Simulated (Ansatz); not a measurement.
Ideal-gas functions of CH5NO2 (`NC(O)O`) at 298.15 K and 1 bar, from an Ansatz frequency run at PBE0-D4/def2-TZVP.

Molar mass 63.06 g/mol, point group C1 (symmetry number 1), electronic degeneracy 1, moments of inertia 51.965, 53.099, 94.092 u Å². Harmonic wavenumbers (cm⁻¹, unscaled): 196, 338, 399, 496, 565, 629, 829, 987, 1032, 1120, 1230, 1293, 1328, 1430, 1466, 1639, 2987, 3554, 3646, 3795, 3871.

Use S(trans) = R[1.5 ln M + 2.5 ln T − 1.1517]; rotational temperatures θ = 24.2544 K / I; S(rot) = R[ln(√π/σ · √(T³/θAθBθC)) + 1.5]; for each mode x = 1.438777 ν̃/T, S = R[x/(eˣ − 1) − ln(1 − e⁻ˣ)] and H = RT x/(eˣ − 1); 1 cm⁻¹ = 0.0119627 kJ/mol; R = 8.31446 J/(mol·K).

Task: By hand: the entropy, in J/(mol·K).

Result: Translation 160.5. Rotation: θ = 0.4667, 0.4568, 0.2578 K, giving 100.4. Vibration, mode by mode: 9.08, 5.11, 4.04, 2.80, 2.15, 1.68, 0.77, 0.41, 0.34, 0.24, 0.15, 0.12, 0.10, 0.07, 0.06, 0.03, 0.00, 0.00, 0.00, 0.00, 0.00, in all 27.2. Electronic 0.0. Sum 288.1 J/(mol·K).

Task: By hand: H − E and G − E in kJ/mol, counted from the electronic energy.

Result: Zero-point energy ½ × 32830 × 0.0119627 = 196.4; thermal vibration 5.3; translation, rotation and pV give 4 RT = 9.9. H − E = 211.6 kJ/mol, and G − E = 211.6 − 298.15 × 288.1/1000 = 125.7 kJ/mol.

Vibration gives 9 % of the entropy. The sum counts one conformer and one mirror image; others add a mixing term.
